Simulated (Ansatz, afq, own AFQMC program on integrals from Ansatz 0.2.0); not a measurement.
Two steps: Ansatz 0.2.0 writes the Fock matrix and Cholesky factors of the valence space, and afq projects on them the lowest state that overlaps trial and start.

```yaml
crystal:
  periodic: [false, false, false]
  atoms:
    - {symbol: Si, position_ang: [0.000000, 0.025478, 2.027556]}
    - {symbol: Ge, position_ang: [0.000000, -0.031410, -0.853882]}
    - {symbol: H, position_ang: [0.000000, 1.193140, 2.956589]}
    - {symbol: H, position_ang: [0.000000, -1.201970, 2.875172]}
    - {symbol: H, position_ang: [0.000000, 1.562527, -0.790720]}
basis:
  gaussian: {orbitals: cc-pVDZ}
magnetization: {spin_polarized: true, initial_magnetization: 1}
correlation: {method: ccsd_t, electrons: outside_noble_gas, hamiltonian_folder: ham}
```

```sh
$ ansatz run in.yaml --threads 1 --pin off --events-out ev --progress --plain --max-ram 1382MiB
```

Options of the walk:

```
--method free --trial cisd --walkers 60 --time-step 0.03 --max-blocks 80 --target-error 0.0004 --factor-cut 1e-05 --seed 3292 --times 0,0.21,0.42,0.81,1.2,1.8,2.4,3 --taylor-order 8
```

Times are imaginary, in 1/Eh. The walk had a cap of 1706 s. Filled inner d shells are frozen with the cores.

Log:

```
orbitals 41  electrons 6 5  factors 314 of 642
reference energy -2365.91622539 Eh
CCSD correlation -0.20966838 Eh in 15 cycles, weight of the determinant in the CISD state 0.8040
repeat  energy at the last time / Eh  error
    10  -2366.135549  0.002379
    20  -2366.134729  0.001299
    30  -2366.135123  0.000936
    40  -2366.134895  0.000788
    50  -2366.134710  0.000699
    60  -2366.134269  0.000618
    70  -2366.134353  0.000584
    80  -2366.134224  0.000547
time / (1/Eh)  energy / Eh  error  mean overlap
  0.00  -2366.126065  0.000153  1.2461
  0.21  -2366.128948  0.000190  1.2452
  0.42  -2366.130765  0.000236  1.2514
  0.81  -2366.132712  0.000301  1.2616
  1.20  -2366.133751  0.000311  1.2696
  1.80  -2366.135045  0.000413  1.2751
  2.40  -2366.134609  0.000540  1.3024
  3.00  -2366.134224  0.000547  1.3471
energy -2366.134224 +/- 0.000547 Eh
```

The run passed its tests (error under three times the target), which doesn't prove that it has relaxed.

Against this walk (error 14.9 meV) on the same determinant: CCSD(T) 19.2 meV higher (within the noise). The error is statistical, and a free projection of finite length keeps a remainder of its start. None of these is a sure reference here.

Cautions: remainder of the start not in the error; error above the target (14.9 against 10.9 meV); no relativity below Rb; no spin-orbit coupling; inner d shell frozen; higher spins were not checked; strong correlation (T1 0.052, weight of the determinant 0.80, largest double 0.11); unrestricted determinant slightly spin contaminated (⟨S²⟩ 0.84 against 0.75).

The walk took 5.8 min on 1 thread of Arm Neoverse V2, on a shared host. The log's last line is the free-projection energy.

A walk keeps the symmetry of its determinant, which the program's search chose and which needn't be the lowest solution, so a lower state of the same spin and another symmetry isn't excluded.
